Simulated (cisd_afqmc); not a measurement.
Input (AFQMC/CISD/aug-cc-pVDZ; cisd_afqmc is a phaseless AFQMC code with CISD trial states that reads the integrals written by Ansatz):

Ansatz 0.2 input:
```python
import cisd_afqmc

open("ham.yaml", "w").write("""\
crystal:
  periodic: [false, false, false]
  atoms:
    - {symbol: F, position_ang: [-0.00000000, -0.00000000, -0.64654644]}
    - {symbol: F, position_ang: [0.00000000, 0.00000000, 0.64654644]}
basis:
  gaussian:
    orbitals: aug-cc-pVDZ
total_charge: 1
magnetization: {spin_polarized: true, initial_magnetization: 1}
correlation: {method: ccsd, electrons: outside_noble_gas, hamiltonian_folder: ham}
""")
rep = cisd_afqmc.ansatz("ham.yaml")
e_ccsd = rep["correlation"]["coupled_cluster"]["energy"]["hartree"]
out = cisd_afqmc.run("ham", e_ccsd, trial="CISD", walkers=200, populations=8, threads=8, dt=0.005, steps=40, early=24, settle=10, least=32,
    cut=5e-5, rank_cut=2e-4, target=0.0004, seconds=1500, seed=1, memory=12960, gpu=False)
```

Output:

```
WARN ansatz::render: the results are in doubt because among natural orbitals full CI differs from the method by -0.100 eV
orbitals 44, occupied [7, 6], factors 237 of 420, rank of the doubles 256 of 487
E(HF) = -198.131578
E(CCSD) on the cut factors = -198.556971, shift to the whole factors -0.000003
Energy of the trial state on the determinant = -198.557072
  tau behind 7.2 of longer steps, mean of the populations' last blocks
   2.0  -198.57184
   4.0  -198.57073
   6.0  -198.57081
   8.0  -198.57124
  10.0  -198.57132
  12.0  -198.57245
  14.0  -198.57088
  16.0  -198.57247
  18.0  -198.57186
blocks 750 (2 outliers left out), error by blocks joined: 1: 0.00022, 2: 0.00025, 4: 0.00028, 8: 0.00033, 16: 0.00039
E(AFQMC/CISD) = -198.57148 +/- 0.00039
```

The run carries these doubts: large difference.
